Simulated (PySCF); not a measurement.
Basis set benchmark on one molecule

Molecule: SMILES CC(C)(C)F, C$_{4}$H$_{9}$F.

Atoms are numbered as in `[CH3:1][C:2]([CH3:3])([CH3:4])[F:5]`. Hydrogens are named by the atom that carries them.

Geometry PBE0-D3(BJ)/def2-SVP throughout; GIAO in PySCF 2.14, gas phase, one conformer, non-relativistic; equivalent atoms averaged; functional PBE0.

Reference values (measured; solution, not stated per compound (mostly CDCl3 or CCl4); Pretsch, Buehlmann, Badertscher, Structure Determination of Organic Compounds, 4th ed. (2009)): δ(C2) = 93.5 ppm, δ(C1/C3/C4) = 28.3 ppm, δ(H(C1)/H(C3)/H(C4)) = 1.34 ppm. Computed shifts are taken against TMS, calculated as an isolated molecule at each level.

Q: How do the basis sets STO-3G, 6-31G, pcSseg-0, 6-31G*, def2-SVP, cc-pVDZ, pcSseg-1, 6-311+G(2d,p), aug-cc-pVDZ, def2-TZVP, IGLO-III, cc-pVTZ, pcSseg-2 perform against the reference? Times are CPU seconds on shared hosts with different chips, so compare them loosely.

A: 
```
    basis set  functions    C2  C1/C3/C4  H(C1)/H(C3)/H(C4)  mean abs. error C  abs. error H  core-s
       STO-3G         34  64.6      23.4               0.88               16.9          0.46     2.7
        6-31G         63  86.1      29.9               1.48                4.5          0.14     4.9
     pcSseg-0         63  91.1      33.8               1.57                4.0          0.23     8.8
       6-31G*         88  84.4      28.6               1.29                4.7          0.05     6.6
     def2-SVP        115  85.9      28.8               1.19                4.0          0.15     8.7
      cc-pVDZ        115  89.1      29.7               1.21                2.9          0.13      16
     pcSseg-1        130  89.9      29.8               1.28                2.5          0.06      16
6-311+G(2d,p)        189  90.2      28.6               1.23                1.8          0.11      19
  aug-cc-pVDZ        196  89.1      28.1               1.32                2.3          0.02      36
    def2-TZVP        209  92.4      29.3               1.24                1.0          0.10      23
     IGLO-III        265  93.8      30.0               1.24                1.0          0.10      53
      cc-pVTZ        276  90.9      29.3               1.24                1.8          0.10      62
     pcSseg-2        306  94.6      30.4               1.25                1.6          0.09      84
```

For 13C the closest is IGLO-III (1.0 ppm, with def2-TZVP practically level) and the furthest STO-3G (16.9 ppm).

For 1H the closest is aug-cc-pVDZ (0.02 ppm) and the furthest STO-3G (0.46 ppm). Where a smaller basis beats a larger one, errors probably cancel; the largest sets show where the functional converges. One molecule is a small sample, and vibrational and solvent effects are absent from the calculation.

A small basis that lands close on one nucleus may do so by chance; judge by the trend and by all nuclei.
